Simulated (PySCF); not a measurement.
Atomic charges by several schemes

Compound: 2-methylallylamine, C4H9N.
SMILES with atom numbers: `[CH2:1]=[C:2]([CH3:3])[CH2:4][NH2:5]` (hydrogens: H6, H7 on C1; H8, H9, H10 on C3; H11, H12 on C4; H13, H14 on N5)

Cartesian coordinates in Å at the GFN2-xTB, dihedral held level; atoms count from 1:
```xyz
14
C4H9N angstrom
C     -0.8806    1.3912   -0.6148
C     -0.4671    0.1974   -0.2194
C     -1.3712   -0.7815    0.4589
C      0.9679   -0.2331   -0.4426
N      1.2346   -1.5727    0.0575
H     -1.8967    1.7162   -0.4720
H     -0.2205    2.0908   -1.1002
H     -2.4018   -0.4392    0.4265
H     -1.0801   -0.9089    1.5011
H     -1.2894   -1.7513   -0.0263
H      1.1575   -0.2474   -1.5215
H      1.6361    0.5327   -0.0090
H      1.2066   -1.5830    1.0717
H      2.1599   -1.8724   -0.2278
```

Density: PBE0/pcSseg-1 (PySCF); schemes: Mulliken, IAO, Hirshfeld and ESP-fitted. The geometry is a constrained GFN2-xTB structure with the dihedral C3–C2–C4–N5 held at 0°, isolated molecule; it need not be a minimum.

Problem. What partial charge does each atom carry?

Solution. In e:

| atom | environment | Mulliken | IAO | Hirshfeld | ESP-fitted |
| --- | --- | --- | --- | --- | --- |
| C1 | terminal =CH2 carbon | -0.082 | -0.359 | -0.131 | -0.702 |
| C2 | fully substituted alkene carbon | -0.474 | +0.033 | +0.015 | +0.308 |
| C3 | allylic carbon | -0.143 | -0.425 | -0.123 | -0.507 |
| C4 | sp3 carbon bound to nitrogen | +0.022 | -0.157 | -0.025 | +0.265 |
| N5 | primary amine nitrogen | -0.466 | -0.575 | -0.229 | -0.935 |
| H6 | vinylic hydrogen | +0.096 | +0.143 | +0.038 | +0.235 |
| H7 | vinylic hydrogen | +0.089 | +0.138 | +0.038 | +0.195 |
| H8 | methyl hydrogen | +0.112 | +0.144 | +0.044 | +0.144 |
| H9 | methyl hydrogen | +0.114 | +0.142 | +0.041 | +0.142 |
| H10 | methyl hydrogen | +0.139 | +0.164 | +0.040 | +0.146 |
| H11 | methylene hydrogen | +0.134 | +0.151 | +0.044 | +0.039 |
| H12 | methylene hydrogen | +0.118 | +0.118 | +0.029 | -0.031 |
| H13 | N–H hydrogen | +0.168 | +0.238 | +0.107 | +0.348 |
| H14 | N–H hydrogen | +0.171 | +0.246 | +0.112 | +0.352 |

Mean size of the charges over all atoms: ESP-fitted 0.311 e, IAO 0.217 e, Mulliken 0.166 e, Hirshfeld 0.073 e. Each set sums to the total charge, 0, to within 0.001 e. The Mulliken scheme counts on each atom the diagonal of the density matrix times the overlap matrix over that atom's basis functions. The ESP scheme fits charges at the nuclei, held to the total charge, to the electrostatic potential on points at 1.4 to 2.0 times the van der Waals radii.

Lowest charge. The schemes don't all agree: Mulliken C2 (-0.474); IAO N5 (-0.575); Hirshfeld N5 (-0.229); ESP-fitted N5 (-0.935).

Highest charge. All schemes agree: Mulliken H14 (+0.171); IAO H14 (+0.246); Hirshfeld H14 (+0.112); ESP-fitted H14 (+0.352).

Problem. How closely do the schemes follow one another over all atoms?

Solution. Correlation coefficient and root-mean-square difference: IAO with Hirshfeld 0.98, 0.167 e; Hirshfeld with ESP-fitted 0.93, 0.311 e; IAO with ESP-fitted 0.89, 0.203 e; Mulliken with Hirshfeld 0.72, 0.158 e; Mulliken with IAO 0.71, 0.184 e; Mulliken with ESP-fitted 0.55, 0.331 e.

Problem. How many electrons does the ESP-fitted scheme count on C4?

Solution. Z − q = 6 − (+0.265) = 5.735.

These values come from a run that also computed NMR shieldings. Hardware: one thread, Arm Neoverse V1, shared host. Cost: 13 s wall.
